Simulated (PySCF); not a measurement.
Rigid-rotor lines calculated for a species of formula [HN2O]+ (commonest isotopes; PBE0-D3(BJ)/def2-TZVP geometry optimisation, gas phase (PySCF 2.14.0)), labelled J(Ka,Kc):

| transition | MHz |
| --- | --- |
| 2(1,1) ← 1(1,0) | 46179.6 |
| 1(1,1) ← 0(0,0) | 649163.9 |
| 1(0,1) ← 0(0,0) | 22986.3 |
| 2(0,2) ← 1(0,1) | 45972.5 |
| 2(1,2) ← 1(1,1) | 45765.5 |

(1) Find the rotational constants.

(2) What moments of inertia, asymmetry and inertial defect follow?

(3) Which dipole components do these lines need?

(4) Where do these fall, and of which type are they? 1(1,0) ← 1(0,1); 2(2,0) ← 2(1,1); 2(2,1) ← 2(1,2); 2(2,0) ← 1(1,1); 2(2,1) ← 1(1,0); 2(1,2) ← 1(0,1); 2(1,1) ← 2(1,2); 2(1,1) ← 2(0,2).

(5) Which structure gave them?

## Answers

(1) 1(0,1) ← 0(0,0) is B + C, 2(1,1) ← 1(1,0) is 3B + C and 2(1,2) ← 1(1,1) is B + 3C, so B − C is half the difference of the last two, 207.0 MHz. 1(1,1) ← 0(0,0) is A + C. A = 637774.4, B = 11596.7, C = 11389.6 MHz.

(2) I = 505379 MHz·u·Å² over each constant: Ia = 0.79, Ib = 43.58, Ic = 44.37 u·Å²; κ = (2B − A − C)/(A − C) = -0.999 (near-prolate asymmetric top); Δ = Ic − Ia − Ib = 0.00 u·Å².

(3) μa and μb (a-type: ΔKa even, ΔKc odd; b-type: both odd). The calculation gives |μa| = 1.85 D, |μb| = 1.89 D, |μc| = 0.00 D, about the centre of mass.

(4) 
```
     transition      MHz  type  branch
2(1,1) ← 2(1,2)      621     a       Q
1(1,0) ← 1(0,1)   626385     b       Q
2(1,1) ← 2(0,2)   626592     b       Q
2(1,2) ← 1(0,1)   671943     b       R
2(2,0) ← 2(1,1)  1878533     b       Q
2(2,1) ← 2(1,2)  1879154     b       Q
2(2,1) ← 1(1,0)  1924713     b       R
2(2,0) ← 1(1,1)  1924920     b       R
```

(5) protonated nitrous oxide, `N#[N+]O`, point group Cs. Three constants can't fix a structure by themselves; this is the one that was computed:
```
atom  x, y, z in Å
N1     1.563    0.009   -0.405
N2     0.486   -0.062   -0.207
O3    -0.701   -0.248    0.143
H4    -1.310    0.275   -0.436
```

PBE0-D3(BJ)/def2-TZVP frequencies: not computed here. These are rigid-rotor constants of the computed structure; measured ground-state constants (B0) also hold zero-point vibration. Quadrupole hyperfine structure (14N) is left out.
